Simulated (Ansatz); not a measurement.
Input for Ansatz (development build ahead of 0.2.0):

```yaml
crystal:
  periodic: [false, false, false]
  atoms:
    - { symbol: O, position_ang: [-0.05797, -0.12922, -0.07916] }
    - { symbol: H, position_ang: [0.69227, 0.46959, -0.19203] }
    - { symbol: O, position_ang: [3.01442, 0.15229, 0.0813] }
    - { symbol: H, position_ang: [3.53077, -0.2894, -0.58401] }
    - { symbol: H, position_ang: [2.83112, -0.54636, 0.74211] }
basis:
  gaussian: { orbitals: def2-SVP }
magnetization:
  spin_polarized: true
  initial_magnetization: 1
hamiltonian:
  xc: hf
output:
  forces: true
```

The input is written out in the form of the current development build from the run's settings.

Output:

```yaml
Converged: yes
Total_energy: -151.29370 hartree
Spin_squared_of_the_determinant: 0.755
Stability_test: minimum
```

Forces (eV/Å):
```csv
atom,Fx,Fy,Fz
O1,0.350,0.342,-0.057
H2,-0.230,-0.378,0.073
O3,-0.266,-1.448,0.981
H4,-0.150,0.190,0.161
H5,0.296,1.294,-1.159
```
